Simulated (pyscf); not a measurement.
Optimised with ωB97X-D3(BJ)/def2-SVP in PySCF. MP2 and CC: frozen core, UHF for open shells. ΔMP2 is the change of the MP2 total energy from the triple- to the quadruple-zeta basis.

SMILES: [GeH3][F]
```xyz
5

F      0.6425     1.9319    -0.3490
Ge     0.2431     0.2344    -0.4231
H      0.7140    -0.3873     0.8964
H     -1.2778     0.1479    -0.5912
H      0.9914    -0.3401    -1.6311
```

Task: List the bond dissociation enthalpies at 298 K of F–GeH₃ from CCSD(T)/def2-TZVPP + ΔMP2(QZVPP), from the weakest bond up.

Result: Ge–H to F–GeH₂• + H•: 87.1 kcal/mol; F–Ge to F• + GeH₃•: 126.8 kcal/mol. Ring and multiple bonds, and those that leave no two simple radicals, are not listed. The CCSD(T) − MP2 part came from Ansatz, without density fitting, on the same reference. The frozen core leaves the outer d or s,p core shells of the metals and heavy elements correlated in the MP2 and CC values, and def2-TZVPP describes them poorly, which can shift differences by a few kcal/mol. Left out: the spin-orbit lowering of F. Elements up to Kr have no core potential and no relativistic terms here.
